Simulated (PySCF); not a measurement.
**SiH4Cl2, a complex of two parts: interaction energy**

An exercise on one series of results from a longer session: the logs are not shown, and one member is left open.

Programs: PySCF 2.14.0. All values are calculated, for the isolated system unless a continuum is named. Atoms count from 0, parts from 1.

## Starting point

7 atoms, charge 0, multiplicity 1; geometry: GFN2-xTB. Parts: 1 = atoms 0–4, `[SiH3]Cl`, charge 0; 2 = atoms 5–6, `Cl`, charge 0.

Set-up of the first run:

What the job is given:

```
{"job": {"xc": "PBE0", "basis": "def2-SVPD", "d3": "d3bj", "grid": 2, "kind": "geom", "shake": 0.01}, "charge": 0, "multiplicity": 1, "parts": [{"atoms": "0-4", "charge": 0, "multiplicity": 1}, {"atoms": "5-6", "charge": 0, "multiplicity": 1}]}
Si    -0.217038    -0.093217     0.072596
Cl     1.666570     0.291144    -0.502651
H     -0.202903    -0.589258     1.421499
H     -0.920185     1.199392    -0.005430
H     -0.775118    -1.066864    -0.865804
Cl     1.481343     3.374228    -2.211567
H      1.737351     2.249238    -1.622823
```

On the command line:

```sh
$ OMP_NUM_THREADS=1 python cluster_run.py task.json out
```

This one command runs all jobs of the session in turn.

Steps of the session up to this table: Optimising the geometry at PBE0-D3(BJ)/def2-SVPD; Coupled-cluster interaction energy: CCSD(T) and MP2.

One table of the session follows, with a row left open; its other results are not shown here.

It belongs to the step «Coupled-cluster interaction energy: CCSD(T) and MP2». 

| method | interaction energy (kcal/mol) |
| --- | --- |
| HF/aug-cc-pVDZ | 0.23 |
| MP2/aug-cc-pVDZ | -2.22 |
| CCSD/aug-cc-pVDZ | -1.42 |
| CCSD(T)/aug-cc-pVDZ | -1.72 |
| HF/aug-cc-pVTZ | ? |
| MP2/aug-cc-pVTZ | -2.78 |
| SCS-MP2/aug-cc-pVTZ | -1.93 |
| MP2, extrapolated | -3.06 |
| CCSD(T), limit estimate | -2.56 |

Estimate the missing values for HF/aug-cc-pVTZ.

As computed: interaction energy (kcal/mol): 0.33. In the column «interaction energy (kcal/mol)» it is the highest.

Limits of these values: The interaction energy leaves out the deformation of the parts, 0.34 kcal/mol (MP2); added to the CCSD(T) estimate it gives a binding of about -2.22 kcal/mol.
